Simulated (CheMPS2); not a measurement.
# SiH3Cl (SiClH3): a chain of runs

Wanted: a series of 12 runs (DMRG/STO-6G) of ClH3Si. The setting varied is the bond dimension. 

The calculation is run with CheMPS2 1.8.12.

2 further runs of the same task are left out: 2 set aside as unsound or not needed.

## 1. Starting point

SiH3Cl has 5 atoms, charge 0, and is taken as a singlet. SMILES: `[H][Si]([H])([H])Cl`. Geometry: relaxed at GFN2-xTB.

Bond lengths: Si1–Cl2 2.010 Å, Si1–H3 1.458 Å, Si1–H4 1.458 Å, Si1–H5 1.458 Å. Angles: Cl2–Si1–H3 108.3°, Cl2–Si1–H4 108.2°, Cl2–Si1–H5 108.0°, H3–Si1–H4 110.8°, H3–Si1–H5 110.8°, H4–Si1–H5 110.7°.

## 2. The energy at DMRG/STO-6G (ground state) (run 2)

Contents of prepare.py:

```python
from pyscf import ao2mo, gto, mcscf, mp, scf
from pyscf.tools import fcidump

geom = "mol.xyz"
mol = gto.M(
    atom=geom,
    basis="sto-6g",
    verbose=3,
)
print("nao: %d" % (mol.nao))
mf = scf.RHF(mol)
mf.conv_tol = 1e-10
mf.max_cycle = 200
mf.kernel()
if not mf.converged:
    mf = mf.newton().run(mf.mo_coeff, mf.mo_occ)
print("reference energy: %.10f" % (mf.e_tot))
# rotate to MP2 natural orbitals
occ_no, mo = mcscf.addons.make_natural_orbitals(mp.MP2(mf, frozen=10).run())
mf.mo_coeff = mo
# FCIDUMP for the DMRG program
cas = mcscf.CASCI(mf, 11, 14)
h1, ecore = cas.get_h1eff()
fcidump.from_integrals("FCIDUMP", h1, cas.get_h2eff(), 11, 14, nuc=ecore, ms=0)
```

Contents of chemps2.input:

```
FCIDUMP = FCIDUMP
GROUP = 0
MULTIPLICITY = 1
NELECTRONS = 14
IRREP = 0
EXCITATION = 0
SWEEP_STATES = 5, 10, 10
SWEEP_ENERGY_CONV = 1e-05, 1e-05, 1e-07
SWEEP_MAX_SWEEPS = 3, 4, 6
SWEEP_NOISE_PREFAC = 0.05, 0.005, 0.0
SWEEP_DVDSON_RTOL = 3e-04, 3e-04, 3e-05
NOCC = 0
NACT = 11
NVIR = 0
MOLCAS_FIEDLER = TRUE
PRINT_CORR = TRUE
TMP_FOLDER = .
```

On the command line:

```
$ python prepare.py && chemps2 --file=chemps2.input
```

Output:

```text
$ python prepare.py
nao: 21
converged SCF energy = -747.677013835835
reference energy: -747.6770138358
E(RMP2) = -747.720766197435  E_corr = -0.0437523616000714
E(SCS-RMP2) = -747.728096857818  E_corr = -0.0510830219831817

$ chemps2 --file=chemps2.input

Running chemps2 version 1.8.12 () with the following options:

   FCIDUMP            = FCIDUMP
   GROUP              = c1
   MULTIPLICITY       = 1
   NELECTRONS         = 14
   IRREP              = A
   EXCITATION         = 0
   SWEEP_STATES       = [ 5 ; 10 ; 10 ]
   SWEEP_ENERGY_CONV  = [ 1e-05 ; 1e-05 ; 1e-07 ]
   SWEEP_MAX_SWEEPS   = [ 3 ; 4 ; 6 ]
   SWEEP_NOISE_PREFAC = [ 0.05 ; 0.005 ; 0 ]
   SWEEP_DVDSON_RTOL  = [ 0.0003 ; 0.0003 ; 3e-05 ]
   NOCC               = [ 0 ]
   NACT               = [ 11 ]
   NVIR               = [ 0 ]
   MOLCAS_2RDM        =
   MOLCAS_3RDM        =
   MOLCAS_F4RDM       =
   MOLCAS_FOCK        =
   MOLCAS_FIEDLER     = TRUE
   MOLCAS_MPS         = FALSE
   MOLCAS_STATE_AVG   = FALSE
   PRINT_CORR         = TRUE
   TMP_FOLDER         = .

[... 53 lines left out ...]
***     Minimum energy           = -747.712066060455
[... 8 lines left out ...]
***     Maximum discarded weight = 0.00224567933949604
[... 13 lines left out ...]
***     Minimum energy           = -747.716923339933
[... 7 lines left out ...]
***     Maximum discarded weight = 0.00159674567163217
[... 14 lines left out ...]
***     Maximum discarded weight = 9.55090455533858e-05
[... 13 lines left out ...]
***     Minimum energy           = -747.738102034509
[... 7 lines left out ...]
***     Maximum discarded weight = 0.000201952783830523
[... 14 lines left out ...]
***     Maximum discarded weight = 0.000202206884393559
[... 14 lines left out ...]
***     Maximum discarded weight during the last sweep     = 0.000202194349772864
[... 83 lines left out ...]
   -0.000000    0.000000    0.000000    0.000002    0.000018    0.000001    0.000001    0.000012
    0.000000   -0.000000    0.000000    0.000000    0.000000    0.000000    0.000000    0.000000
    0.000000    0.000000   -0.000000    0.000000    0.000000    0.000000    0.000000    0.000000
[... 7 lines of this table left out ...]
    0.000027    0.000000    0.000000    0.001009    0.001851    0.000445    0.000452    0.003301

   Columns 9 to 11

    0.000002    0.000002    0.000027
    0.000000    0.000000    0.000000
    0.000000    0.000000    0.000000
[... 7 lines of this table left out ...]
    0.000891    0.000912   -0.000015

--------------------------------------------------------
Two-orbital mutual information = 0.5 * ( s1(i) + s1(j) - s2(i,j) ) * ( 1 - delta(i,j) )
Hamiltonian index order is used!

   Columns 1 to 8

    0           0.000074    0.000074    0.000216    0.000174    0.000006    0.000006    0.000156
    0.000074    0           0.000075    0.000210    0.000124    0.000012    0.000012    0.000110
    0.000074    0.000075    0           0.000213    0.000126    0.000013    0.000014    0.000114
[... 7 lines of this table left out ...]
    0.000748    0.000474    0.000473    0.013314    0.023257    0.001433    0.001485    0.008410

   Columns 9 to 11

    0.000011    0.000012    0.000748
    0.000019    0.000021    0.000474
    0.000020    0.000022    0.000473
[... 7 lines of this table left out ...]
    0.001748    0.001941    0

--------------------------------------------------------
```

Wall time 1.6 s (1 thread of AMD EPYC 9R45 (Zen 5), shared host); peak memory 0.12 GiB.

## 3. The energy at DMRG/STO-6G (ground state) (run 3)

Contents of integrals.py:

```python
from pyscf import ao2mo, gto, mcscf, mp, scf
from pyscf.tools import fcidump

geom = "mol.xyz"
mol = gto.M(
    atom=geom,
    basis="sto-6g",
    verbose=3,
)
print("basis functions = %d" % (mol.nao))
mf = scf.RHF(mol)
mf.conv_tol = 1e-10
mf.max_cycle = 200
mf.kernel()
if not mf.converged:
    mf = mf.newton().run(mf.mo_coeff, mf.mo_occ)
print("E(SCF) = %.10f" % (mf.e_tot))
# rotate to MP2 natural orbitals
occ_no, mo = mcscf.addons.make_natural_orbitals(mp.MP2(mf, frozen=10).run())
mf.mo_coeff = mo
# write the integrals of the correlated orbitals
cas = mcscf.CASCI(mf, 11, 14)
h1, ecore = cas.get_h1eff()
fcidump.from_integrals("FCIDUMP", h1, cas.get_h2eff(), 11, 14, nuc=ecore, ms=0)
```

Contents of dmrg.input:

```
FCIDUMP = FCIDUMP
GROUP = 0
MULTIPLICITY = 1
NELECTRONS = 14
IRREP = 0
EXCITATION = 0
SWEEP_STATES = 10, 20, 20
SWEEP_ENERGY_CONV = 1e-05, 1e-05, 1e-07
SWEEP_MAX_SWEEPS = 3, 4, 6
SWEEP_NOISE_PREFAC = 0.05, 0.005, 0.0
SWEEP_DVDSON_RTOL = 3e-04, 3e-04, 3e-05
NOCC = 0
NACT = 11
NVIR = 0
MOLCAS_FIEDLER = TRUE
PRINT_CORR = TRUE
TMP_FOLDER = .
```

On the command line:

```
$ python integrals.py && chemps2 --file=dmrg.input
```

Output:

```text
$ python integrals.py
basis functions = 21
converged SCF energy = -747.677013835835
E(SCF) = -747.6770138358
E(RMP2) = -747.720766197435  E_corr = -0.0437523616000714
E(SCS-RMP2) = -747.728096857818  E_corr = -0.0510830219831817

$ chemps2 --file=dmrg.input

Running chemps2 version 1.8.12 () with the following options:

   FCIDUMP            = FCIDUMP
   GROUP              = c1
   MULTIPLICITY       = 1
   NELECTRONS         = 14
   IRREP              = A
   EXCITATION         = 0
   SWEEP_STATES       = [ 10 ; 20 ; 20 ]
   SWEEP_ENERGY_CONV  = [ 1e-05 ; 1e-05 ; 1e-07 ]
   SWEEP_MAX_SWEEPS   = [ 3 ; 4 ; 6 ]
   SWEEP_NOISE_PREFAC = [ 0.05 ; 0.005 ; 0 ]
   SWEEP_DVDSON_RTOL  = [ 0.0003 ; 0.0003 ; 3e-05 ]
   NOCC               = [ 0 ]
   NACT               = [ 11 ]
   NVIR               = [ 0 ]
   MOLCAS_2RDM        =
   MOLCAS_3RDM        =
   MOLCAS_F4RDM       =
   MOLCAS_FOCK        =
   MOLCAS_FIEDLER     = TRUE
   MOLCAS_MPS         = FALSE
   MOLCAS_STATE_AVG   = FALSE
   PRINT_CORR         = TRUE
   TMP_FOLDER         = .

[... 53 lines left out ...]
***     Minimum energy           = -747.738034924682
[... 14 lines left out ...]
***     Minimum energy           = -747.738102582308
[... 14 lines left out ...]
***     Minimum energy           = -747.738102710817
[... 15 lines left out ...]
***     Maximum discarded weight = 6.00819213232289e-06
[... 14 lines left out ...]
***     Maximum discarded weight = 3.83518325848485e-05
[... 14 lines left out ...]
***     Maximum discarded weight = 5.47826972557436e-05
[... 20 lines left out ...]
***     Minimum energy           = -747.740363282498
[... 14 lines left out ...]
***     Minimum energy           = -747.740363696671
[... 15 lines left out ...]
***     Maximum discarded weight during the last sweep     = 5.47272376162926e-05
[... 83 lines left out ...]
   -0.000000    0.000002    0.000003    0.000003    0.000018    0.000001    0.000001    0.000014
    0.000002   -0.000000   -0.000000    0.000176    0.000170    0.000014    0.000009    0.000048
    0.000003   -0.000000   -0.000000    0.000190    0.000201    0.000024    0.000028    0.000083
[... 7 lines of this table left out ...]
    0.000032    0.000238    0.000256    0.001457    0.002439    0.000458    0.000460    0.003298

   Columns 9 to 11

    0.000005    0.000005    0.000032
    0.000588    0.000030    0.000238
    0.000054    0.000678    0.000256
[... 7 lines of this table left out ...]
    0.001179    0.001200   -0.000022

--------------------------------------------------------
Two-orbital mutual information = 0.5 * ( s1(i) + s1(j) - s2(i,j) ) * ( 1 - delta(i,j) )
Hamiltonian index order is used!

   Columns 1 to 8

    0           0.000082    0.000082    0.000216    0.000171    0.000006    0.000006    0.000160
    0.000082    0           0.000090    0.000717    0.000635    0.000041    0.000028    0.000203
    0.000082    0.000090    0           0.000769    0.000713    0.000046    0.000081    0.000302
[... 7 lines of this table left out ...]
    0.000784    0.001626    0.001654    0.013809    0.024053    0.001350    0.001380    0.007851

   Columns 9 to 11

    0.000016    0.000016    0.000784
    0.001715    0.000047    0.001626
    0.000084    0.001948    0.001654
[... 7 lines of this table left out ...]
    0.002265    0.002424    0

--------------------------------------------------------
```

Wall time 2.3 s (1 thread of AMD EPYC 9R45 (Zen 5), shared host); peak memory 0.12 GiB.

Runs 4 to 13 aren't shown in full; the table further down has their settings and results.

## 4. The distorted shape: a single-point energy at DMRG/STO-6G (ground state) (run 14)

Contents of prepare.py:

```python
from pyscf import ao2mo, gto, mcscf, mp, scf
from pyscf.tools import fcidump

mol = gto.M(atom="""
Si
Cl 1 2.010196
H 1 1.458359 2 108.3209
H 1 1.458326 3 110.77236 2 118.46061
H 1 1.6772 4 110.72588 3 -123.30291
""", basis="sto-6g", charge=0, verbose=3)
print("basis functions                = %d" % (mol.nao))
mf = scf.RHF(mol)
mf.conv_tol = 1e-10
mf.max_cycle = 200
mf.kernel()
if not mf.converged:
    mf = mf.newton().run(mf.mo_coeff, mf.mo_occ)
print("SCF energy                     = %.10f" % (mf.e_tot))
occ_no, mo = mcscf.addons.make_natural_orbitals(mp.MP2(mf, frozen=10).run())
mf.mo_coeff = mo
cas = mcscf.CASCI(mf, 11, 14)
h1, ecore = cas.get_h1eff()
fcidump.from_integrals("FCIDUMP", h1, cas.get_h2eff(), 11, 14, nuc=ecore, ms=0)
```

Contents of chemps2.input:

```
FCIDUMP = FCIDUMP
GROUP = 0
MULTIPLICITY = 1
NELECTRONS = 14
IRREP = 0
EXCITATION = 0
SWEEP_STATES = 50, 100, 100
SWEEP_ENERGY_CONV = 1e-04, 1e-04, 1e-06
SWEEP_MAX_SWEEPS = 3, 4, 6
SWEEP_NOISE_PREFAC = 0.05, 0.005, 0.0
SWEEP_DVDSON_RTOL = 1e-04, 1e-04, 1e-05
NOCC = 0
NACT = 11
NVIR = 0
MOLCAS_FIEDLER = TRUE
PRINT_CORR = TRUE
TMP_FOLDER = .
```

On the command line:

```
$ python prepare.py && chemps2 --file=chemps2.input
```

Output:

```text
$ python prepare.py
basis functions                = 21
converged SCF energy = -747.650605898989
SCF energy                     = -747.6506058990
E(RMP2) = -747.698802046801  E_corr = -0.0481961478117953
E(SCS-RMP2) = -747.706803787043  E_corr = -0.0561978880540184

$ chemps2 --file=chemps2.input

Running chemps2 version 1.8.12 () with the following options:

[... 53 lines left out ...]
***     Minimum energy           = -747.718359486744
[... 23 lines left out ...]
***     Minimum energy           = -747.722535531927
[... 7 lines left out ...]
***     Minimum energy           = -747.72253553462
[... 6 lines left out ...]
***     Minimum energy           = -747.722539600625
[... 8 lines left out ...]
***     Maximum discarded weight during the last sweep     = 1.34827944612395e-05
[... 6 lines left out ...]
***     Maximum discarded weight = 4.51846481401064e-07
[... 6 lines left out ...]
***     Maximum discarded weight = 1.05151971779729e-06
[... 13 lines left out ...]
***     Minimum energy           = -747.722591470445
[... 6 lines left out ...]
***     Minimum energy           = -747.722591539742
[... 8 lines left out ...]
***     Maximum discarded weight during the last sweep     = 9.81066869442876e-07
[... 83 lines left out ...]
   -0.000000    0.000003    0.000004    0.000006    0.000022    0.000003    0.000006    0.000012
    0.000003   -0.000001    0.000034    0.000259    0.000238    0.000074    0.000037    0.000089
    0.000004    0.000034   -0.000001    0.000328    0.000258    0.000034    0.000151    0.000470
[... 7 lines of this table left out ...]
    0.000038    0.000303    0.000367    0.001708    0.002432    0.000637    0.000466    0.002142

   Columns 9 to 11

    0.000014    0.000009    0.000038
    0.000104    0.000984    0.000303
    0.000716    0.000041    0.000367
[... 7 lines of this table left out ...]
    0.002451    0.001552   -0.000026

--------------------------------------------------------
Two-orbital mutual information = 0.5 * ( s1(i) + s1(j) - s2(i,j) ) * ( 1 - delta(i,j) )
Hamiltonian index order is used!

   Columns 1 to 8

    0           0.000076    0.000075    0.000241    0.000144    0.000008    0.000021    0.000091
    0.000076    0           0.000138    0.001030    0.000676    0.000122    0.000044    0.000243
    0.000075    0.000138    0           0.001213    0.000746    0.000031    0.000565    0.001272
[... 7 lines of this table left out ...]
    0.000805    0.001749    0.002036    0.016583    0.020335    0.002121    0.001453    0.004878

   Columns 9 to 11

    0.000106    0.000014    0.000805
    0.000284    0.002955    0.001749
    0.001923    0.000062    0.002036
[... 7 lines of this table left out ...]
    0.005318    0.002989    0

--------------------------------------------------------
```

Wall time 2.9 s (1 thread of AMD EPYC 9R45 (Zen 5), shared host); peak memory 0.12 GiB.

## 5. Overview of the runs

| run | bond dimension | sweep tol | partner | energy (Eh) | wall time |
| --- | --- | --- | --- | --- | --- |
| 2 | 10 | 1e-07 | base | -747.738103 | 1.6 s |
| 3 | 20 | 1e-07 | base | -747.740364 | 2.3 s |
| 4 | 35 | 1e-07 | base | -747.741015 | 2.4 s |
| 5 | 50 | 1e-07 | base | -747.741130 | 2.4 s |
| 6 | 75 | 1e-07 | base | -747.741151 | 3.9 s |
| 7 | 100 | 1e-07 | base | -747.741154 | 2.9 s |
| 9 | 10 | 1e-06 | Si1–H5 1.68 Å | -747.712277 | 1.9 s |
| 10 | 20 | 1e-06 | Si1–H5 1.68 Å | -747.720866 | 2.2 s |
| 11 | 35 | 1e-06 | Si1–H5 1.68 Å | -747.722408 | 2.8 s |
| 12 | 50 | 1e-06 | Si1–H5 1.68 Å | -747.722482 | 3.3 s |
| 13 | 75 | 1e-06 | Si1–H5 1.68 Å | -747.722583 | 2.9 s |
| 14 | 100 | 1e-06 | Si1–H5 1.68 Å | -747.722592 | 2.9 s |

Convergence of the total energy of singlet SiH3Cl with the bond dimension, against the last point:

| bond dimension | from the last (mEh) | wall time |
| --- | --- | --- |
| 10 | +3.051 | 1.6 s |
| 20 | +0.790 | 2.3 s |
| 35 | +0.139 | 2.4 s |
| 50 | +0.024 | 2.4 s |
| 75 | +0.003 | 3.9 s |
| 100 | +0.000 | 2.9 s |

Convergence of the energy change with the Si1–H5 bond stretched from 1.458 to 1.677 Å of singlet SiH3Cl with the bond dimension, against the last point:

| bond dimension | from the last (eV) | wall time |
| --- | --- | --- |
| 10 | +0.1976 | 3.5 s |
| 20 | +0.0255 | 4.5 s |
| 35 | +0.0012 | 5.2 s |
| 50 | +0.0023 | 5.7 s |
| 75 | +0.0001 | 6.7 s |
| 100 | +0.0000 | 5.8 s |

## 6. Outcome

| quantity | value |
| --- | --- |
| distorted shape, run 14: total energy | -747.72259 Eh |
| energy change with the Si1–H5 bond stretched from 1.458 to 1.677 Å (run 2, bond dimension 10) | 0.703 eV |
| energy change with the Si1–H5 bond stretched from 1.458 to 1.677 Å (run 3, bond dimension 20) | 0.531 eV |
| energy change with the Si1–H5 bond stretched from 1.458 to 1.677 Å (run 4, bond dimension 35) | 0.506 eV |
| energy change with the Si1–H5 bond stretched from 1.458 to 1.677 Å (run 5, bond dimension 50) | 0.507 eV |
| energy change with the Si1–H5 bond stretched from 1.458 to 1.677 Å (run 6, bond dimension 75) | 0.505 eV |
| energy change with the Si1–H5 bond stretched from 1.458 to 1.677 Å (run 7, bond dimension 100) | 0.505 eV |

In words: For the total energy of singlet SiH3Cl to stay within 2 mEh of the last point, 20 is the first point of the series from which all later ones do (2.3 s against 2.9 s). For the total energy of singlet SiH3Cl to stay within 0.5 mEh of the last point, 35 is the first point of the series from which all later ones do (2.4 s against 2.9 s). For the energy change with the Si1–H5 bond stretched from 1.458 to 1.677 Å of singlet SiH3Cl to stay within 0.1 eV of the last point, 20 is the first point of the series from which all later ones do (4.5 s against 5.8 s). For the energy change with the Si1–H5 bond stretched from 1.458 to 1.677 Å of singlet SiH3Cl to stay within 0.02 eV of the last point, 35 is the first point of the series from which all later ones do (5.2 s against 5.8 s). In runs 2, 3, 4, 5, 6, 7, 9, 10 and more the basis is minimal, so the values are rough. All runs together took 31 s, the longest 3.9 s.
